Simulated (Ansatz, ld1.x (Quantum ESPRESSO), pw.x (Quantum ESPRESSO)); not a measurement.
# Equation-of-state test of one TM potential (platinum)

platinum (Pt), norm-conserving Troullier–Martins (Kleinman–Bylander form), made with ld1.x (Quantum ESPRESSO) 7.5 (PBE, scalar-relativistic). Core [Xe] 4f14, reference 5d9 6s0 6p0 (charge +1). Waves: 6s (bound, empty): rc 1.05 bohr; 6p (bound, empty): rc 3.40 bohr; 5d (bound): rc 1.95 bohr. Local part: all-electron potential smoothed inside 2.10 bohr (lloc = -1). Core correction: Bessel-smoothed model core, default radius (core density twice the valence density).

Atomic tests: cutoffs needed: 40 Ry and 50 Ry (the cutoffs (Ry, on a coarse ladder) from which the occupation-weighted sum of valence levels, in a spherical-Bessel basis at the reference potential, stays within 10 and 1 mRy of its value at 400 Ry) The cutoffs count occupied waves only; the empty 6s level needs 300 Ry at the loose tolerance.; ghost test: ghost states, extra bound levels that the all-electron valence spectrum of the same l lacks: s at -100.3 eV, s at -27.4 eV; a true bound ghost makes a file unfit for plane-wave use (spherical-Bessel basis up to 400 Ry, 20 bohr box); configuration tests: 4 of 7 tests not solved or not reliable.

Crystal test: fcc Pt in pw.x 7.5, no spin, 14³ k-points, Fermi–Dirac smearing 0.01 Ry, cutoffs 60/240 Ry. The reference is all-electron LAPW (Ansatz 0.2.0) with the same functional, mesh and smearing; V0 and B0 come from Birch–Murnaghan fits to the pressures at five volumes. Errors are pseudo minus all-electron; Δ is the rms difference of the E(V) curves that follow from these fits, minima aligned, over ±6 % about the mean V0. Mesh and smearing are coarse, so the numbers serve the comparison and aren't converged zero-temperature values; the lattice is a test structure that the element need not adopt.

All-electron: a0 = 3.973 Å (V0 = 15.67 Å³/atom), B0 = 245.3 GPa.

Task: How far does the potential miss the all-electron equation of state?

Result: converged, but broken (pressure over 100 GPa off). The pressure does not cross zero within the volumes sampled, so no fit is given. The largest radius (3.40 bohr) exceeds half the bond length (2.65 bohr), so the spheres overlap, which is one possible source of error among others. Note: ghost states, extra bound levels that the all-electron valence spectrum of the same l lacks: s at -100.3 eV, s at -27.4 eV. A true bound ghost makes a file unfit for plane-wave use. Atomic configuration tests: 4 of 7 tests not solved or not reliable. The logarithmic derivative shows an extra or strongly shifted pseudo pole above the reference energy (p near 1.22 Ry). A pressure error of this size marks a broken potential; the numbers have no physical meaning.

```tsv
V (Å³/atom)	P all-electron (GPa)	P pseudo (GPa)
14.858	15.18	-92.97
15.249	7.27	-97.05
15.640	0.53	-100.36
16.031	-5.20	-102.76
16.422	-10.06	-104.63
```

Task: At the middle volume, how do free energy and pressure move when the wave cutoff is lowered (ecutrho kept at four times it)?

Result:

```tsv
cutoff (Ry)	shift of F (meV/atom)	shift of P (GPa)
27	+2971.6	-22.01
36	+1517.2	+37.64
48	+1045.3	+33.21
```

The run at the middle volume (104 k-points, 9 iterations) took about 14 s on one core of a shared host (Neoverse-V2, 96 threads, 371 GiB, load 61).
